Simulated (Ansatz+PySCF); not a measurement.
The numbers below are computed, except where a source is named.
# Several solutions for triplet HO₂F in separate pieces

```xyz
4

O     0.0000    0.0000   -2.1389
O     0.0000    0.0000    2.1389
H    30.0000    0.0000   -2.9815
F    30.0000    0.0000    0.3313
```

Basis set: 6-31G (spherical functions). Charge 0, multiplicity 3.

CASSCF(4,4) was run from several starts with Ansatz (development build ahead of 0.2.0) and PySCF 2.14.0. The starts are those of the Hartree–Fock orbitals from which the active space was taken at the frontier.

| run | program | start | converged | energy (hartree) | <S²> |
| --- | --- | --- | --- | --- | --- |
| A | PySCF | program defaults | yes | -249.17031 | 2.00 |
| B | Ansatz | search for the lowest state | yes | -249.29296 | 2.00 |
| C | Ansatz | stability test followed | yes | -249.16135 | 2.00 |
| D | Ansatz | atomic start, no search | yes | -249.16135 | 2.00 |

Question: Which runs reached the lowest solution of this kind, and what is wrong with the others?

Answer: B reached the lowest solution found. Converged but too high: A by 3.34 eV, C by 3.58 eV, D by 3.58 eV. Convergence only shows a stationary point; in CASSCF the end hangs on which orbitals enter the active space. Caution: other starts end on other solutions of this active space.
